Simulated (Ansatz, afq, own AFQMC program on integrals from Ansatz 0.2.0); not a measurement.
Two steps: Ansatz 0.2.0 writes the Fock matrix and Cholesky factors of the valence space, and afq projects on them the lowest state that overlaps trial and start.

```yaml
crystal:
  periodic: [false, false, false]
  atoms:
    - {symbol: N, position_ang: [0.000000, 0.000000, 0.000000]}
    - {symbol: H, position_ang: [2.428977, 0.032627, -0.000166]}
    - {symbol: H, position_ang: [-1.242745, 2.087232, -0.006551]}
    - {symbol: H, position_ang: [-1.186232, -2.119859, 0.006718]}
basis:
  gaussian: {orbitals: 6-31G}
total_charge: 1
magnetization: {spin_polarized: false, initial_magnetization: 1}
correlation: {method: ccsd_t, electrons: outside_noble_gas, hamiltonian_folder: ham}
```

```sh
$ ansatz run in.yaml --threads 1 --pin off --events-out ev --progress --plain --max-ram 24576MiB --backend cuda --devices 0, --max-vram 18GiB
```

afq runs on the folder ham with

```
--method phaseless --trial cisd --walkers 4000 --populations 20 --least-time 60 --time-step 0.005 --steps-per-block 50 --equilibration-blocks 40 --max-blocks 4000 --target-error 0.00032 --factor-cut 1e-05 --start spin_pure --seed 43 --release-times 0.24,0.51,0.99,1.62,2.4 --release-step 0.03 --release-every 3 --taylor-order 6
```

Times are imaginary, in 1/Eh. The walk had a cap of 122 s. With eight or more populations the least sampling time is a fifth of least-time, and the error comes from their spread.

afq prints:

```
orbitals 14  electrons 4 3  factors 67 of 228
reference energy -55.17936020 Eh
CCSD correlation -0.28067697 Eh in 25 cycles, weight of the determinant in the CISD state 0.4925
energy of the start -55.459984 Eh
 block  time / (1/Eh)  mean weight  energy / Eh
     1     0.250  0.9998  -55.452999
     2     0.500  0.9999  -55.451605
     3     0.750  0.9999  -55.451838
     4     1.000  1.0000  -55.452825
     5     1.250  1.0001  -55.454738
    10     2.500  0.9997  -55.459089
    49    12.250  0.9998  -55.464537
    89    22.250  1.0000  -55.459163
   129    32.250  1.0000  -55.460752
   169    42.250  1.0002  -55.458813
   209    52.250  1.0002  -55.458650
   217    54.250  0.9996  -55.455749
   249    62.250  1.0002  -55.461812
   289    72.250  1.0000  -55.463504
   329    82.250  1.0006  -55.456311
error from the spread of 20 populations
released: time / (1/Eh)  energy / Eh  error  mean overlap
  0.24  -55.462591  0.000325  1.0009
  0.51  -55.464026  0.000348  1.0027
  0.99  -55.466233  0.000269  1.0058
  1.62  -55.467964  0.000843  1.0103
  2.40  -55.470225  0.001028  1.0154
energy -55.460414 +/- 0.000244 Eh
(rows thinned)
```

The run passed its tests (sampling time, drift between the halves within three errors, error under three times the target), which doesn't prove that it has relaxed, ending at its cap on processor time. The second half of the sampling lies above the first by 2.1 errors of their difference, so the energy may still be moving and its error bar be too small.

Against this walk (error 6.6 meV) on the same determinant: CCSD(T) 660.3 meV lower, CCSDT(Q) 437.4 meV lower, CCSDTQ 413.9 meV lower, full CI 422.9 meV lower. The error is statistical and leaves out the bias of the constraint. The released energies are still falling (meV from the phaseless value at times in 1/Eh: -59 ± 9 at 0.24, -98 ± 9 at 0.51, -158 ± 7 at 0.99, -205 ± 23 at 1.62, -267 ± 28 at 2.40), so they give no level; they do show a bias of the constraint, and the last of them that isn't too noisy lies 265 meV above full CI. Full CI is exact here, so the walk's 423 meV above it is the walk's own error: the bias of the constraint with this trial, or a walk that hasn't relaxed. The determinant is a poor start (see the cautions), so the low cluster orders aren't to be relied on, and full CI is the sure value.

Cautions: constraint bias not in the error; a spin-contaminated unrestricted determinant lies lower (UHF 6.11 eV lower, ⟨S²⟩ 2.67); the search met a lower determinant of the same kind, perhaps of another symmetry (430 meV lower); strong correlation (T1 0.144, weight of the determinant 0.49, largest double 0.33); (T) is large, 9 % of the CCSD correlation; (Q) is large, 162 meV, so the cluster series hasn't closed; CCSD(T) is in doubt: in a space of 7 electrons in 9 natural orbitals full CI lies 678 meV above it; the CCSDT(Q) amplitudes may be one of several solutions (largest double 0.48); the CCSDTQ amplitudes may be one of several solutions (largest double 0.33).

The walk took 2 min on 1 × NVIDIA H100 80GB HBM3 with 2 threads of AMD EPYC 7R13 Processor (Zen 3), on a shared host (the card was shared). The log's last line is the phaseless energy.

CCSDT and higher add their correlation energy to the determinant of the CCSD(T) run, since their own runs factorise the integrals more tightly (a shift of under 2 meV). A walk keeps the symmetry of its determinant, which the program's search chose and which needn't be the lowest solution, so a lower state of the same spin and another symmetry isn't excluded.
